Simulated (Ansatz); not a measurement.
Basis-set extrapolation for C2H5F2N, SMILES `FCNCF` (PBE0-D4/def2-TZVP geometry, frozen core, Ansatz). Multiplicity 1, RHF reference.

```json
{"": "HF", "def2-TZVPP": "-332.109034", "def2-QZVPP": "-332.123973"}
{"": "MP2 correlation", "def2-TZVPP": "-1.049122", "def2-QZVPP": "-1.135135"}
{"": "CCSD(T) correlation", "def2-TZVPP": "-1.111562", "def2-QZVPP": "not run"}
```

Energies in hartree. Use E(X) = E(∞) + A·exp(−7.88·√X) for Hartree–Fock and E(X) = E(∞) + B·X^(−2.97) for correlation, with X = 3 and 4, and add CCSD(T) minus MP2 of the smaller set to the MP2 limit.

What is the CCSD(T) energy at the basis-set limit?

HF limit: -332.123973 + (-0.014939) × 0.13774 = -332.12603. MP2 limit: -1.135135 + (-0.086013) × 0.74074 = -1.19885. Higher-order term: -1.111562 − (-1.049122) = -0.06244. Total: -333.38732 hartree, 4.54 eV below CCSD(T)/def2-TZVPP.
